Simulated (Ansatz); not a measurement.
# AlH2+ (triplet): wB97M-V, B2PLYP over a scan of the distance Al1–H2, cc-pVTZ

How well do these functionals follow the top wave-function level for AlH2+ (triplet) over a scan of the distance Al1–H2?

Computed with Ansatz 0.2.0, Gaussian basis. Level: cc-pVTZ, all electrons in the functionals, frozen cores in the correlation of double hybrids and RPA.

To be run: wB97M-V, B2PLYP, at 1.382 Å; 1.570 Å; 1.722 Å; 1.887 Å; 2.118 Å; 2.373 Å; 2.798 Å; 3.231 Å; 3.875 Å; 4.586 Å; 5.942 Å.

19 further runs of the same task are left out: 4 for a known fault of the program, 9 that didn't finish, 6 set aside as unsound or not needed.

## Step 1: What is computed

The geometry derives from a PBE0/def2-TZVP stationary point (not a proven minimum). One bond is set to the value named and the two fragments are kept rigid.

3 atoms, charge 1, spin multiplicity 3.

Atoms are counted from 1 here; the program's logs count them from 0.

Bond lengths: Al1–H2 1.722 Å, Al1–H3 1.722 Å. Angles: H2–Al1–H3 63.0°.

No dispersion term is added; wB97M-V holds VV10 nonlocal correlation.

The geometry shown and the zero of energy belong to the point 1.722 Å. The yardstick, FCI, and other wave-function levels (R restricted, U unrestricted, valence and pair active spaces) come from earlier runs.

## Step 2: wB97M-V, 1.382 Å

in.yaml reads:

```yaml
crystal:
  periodic: [false, false, false]
  atoms:
    - {symbol: Al, position_ang: [0.000000, 0.006177, -0.092011]}
    - {symbol: H, position_ang: [0.000000, 0.728051, 1.086471]}
    - {symbol: H, position_ang: [0.000000, -0.893402, 1.376580]}
basis:
  gaussian: {orbitals: cc-pVTZ}
total_charge: 1
magnetization: {spin_polarized: true, initial_magnetization: 2}
hamiltonian: {xc: {name: wB97M-V}}
output: {orbitals: {seedname: orbitals}}
```

Run with:

```sh
ansatz run in.yaml --threads 1 --pin off --events-out ev --progress --plain --max-ram 2393MiB
```

The runs that follow: wB97M-V, 1.570 Å; wB97M-V, 1.722 Å; wB97M-V, 1.887 Å; wB97M-V, 2.118 Å; wB97M-V, 2.373 Å; wB97M-V, 2.798 Å; wB97M-V, 3.231 Å; wB97M-V, 3.875 Å; wB97M-V, 4.586 Å; wB97M-V, 5.942 Å; B2PLYP, 1.382 Å; B2PLYP, 1.570 Å; B2PLYP, 1.722 Å; B2PLYP, 1.887 Å; B2PLYP, 2.118 Å; B2PLYP, 2.373 Å; B2PLYP, 2.798 Å; B2PLYP, 3.231 Å; B2PLYP, 3.875 Å; B2PLYP, 4.586 Å; B2PLYP, 5.942 Å.

Q: Predict the results of all the runs planned. Wanted: span of the FCI curve; largest miss, wB97M-V; largest miss, B2PLYP.

As calculated:

| quantity | value |
| --- | --- |
| span of the FCI curve | 14.5 kcal/mol |
| largest miss, wB97M-V | -1.7 kcal/mol (3.875 Å) |
| largest miss, B2PLYP | -0.4 kcal/mol (1.382 Å) |

In words: Of the functionals, B2PLYP keep the smallest largest miss at the points compared (at most 0.4 kcal/mol) and wB97M-V strays most (1.7 kcal/mol, at 3.875 Å). Functionals and the yardstick converge differently with the basis, so part of each miss in cc-pVTZ is the basis.
